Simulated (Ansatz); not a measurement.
## Ansatz (development build ahead of 0.2.0) run

```yaml
crystal:
  periodic: [false, false, false]
  atoms:
    - { symbol: O, position_ang: [-1.3396, -0.14446, 0.0] }
    - { symbol: H, position_ang: [-1.75271, 0.63809, 0.0] }
    - { symbol: H, position_ang: [-0.47474, 0.0808, 0.0] }
    - { symbol: O, position_ang: [1.26364, 0.14889, 0.0] }
    - { symbol: H, position_ang: [1.41758, -0.37714, -0.69776] }
    - { symbol: H, position_ang: [1.41758, -0.37714, 0.69776] }
basis:
  gaussian: { orbitals: def2-TZVP }
hamiltonian:
  xc: hf
```

The input is written out in the form of the current development build from the run's settings.

The run gave:

```yaml
Converged: yes
Total_energy: -152.10463 hartree
Spin_squared_of_the_determinant: 0.000
```

Caution: no unrestricted run beside it, a lower state can exist.
